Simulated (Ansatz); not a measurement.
**N2 (SMILES N#N): functionals against CCSD(T) at one geometry**

The task here is to estimate one member of a computed series from the others.

Program: Ansatz 0.2.0, Gaussian basis. Level of theory: single points in def2-TZVPP. These are calculated values, not measurements.

Correlated methods freeze the cores.

## Where the work starts

SMILES `N#N`, 2 atoms, charge 0, spin multiplicity 1.

Atoms are counted from 1 here; the program's logs count them from 0.

Bond lengths: N1–N2 1.036 Å.

Coordinates:

```xyz
2
N2
N     0.37380   -0.22540    0.20300
N    -0.49230    0.22090   -0.15040
```

Set-up of the first run:

run/in.yaml reads:

```yaml
crystal:
  periodic: [false, false, false]
  atoms:
    - {symbol: N, position_ang: [0.373800, -0.225400, 0.203000]}
    - {symbol: N, position_ang: [-0.492300, 0.220900, -0.150400]}
basis:
  gaussian: {orbitals: def2-TZVPP}
correlation: {method: ccsd_t}
output: {forces: true}
```

No record of the launch command was kept for these runs.

Among the steps run: CCSD(T)/def2-TZVPP; PBE0-D4/def2-TZVPP; wB97M-V/def2-TZVPP; r2SCAN-D4/def2-TZVPP; PBE-D4/def2-TZVPP; r2SCANh-D4/def2-TZVPP; SPW92/def2-TZVPP.

One table of the session follows, with a row left open; its other results are not shown here.

```
    method  RMS force component (eV/Å)
   CCSD(T)                       6.978
   PBE0-D4                       5.881
   wB97M-V                       5.901
 r2SCAN-D4                       6.163
    PBE-D4                           ?
r2SCANh-D4                       5.829
     SPW92                       6.314
```

Estimate the missing values for PBE-D4.

**Answer.** RMS force component (eV/Å): 6.982. In the column «RMS force component (eV/Å)» it is the highest.
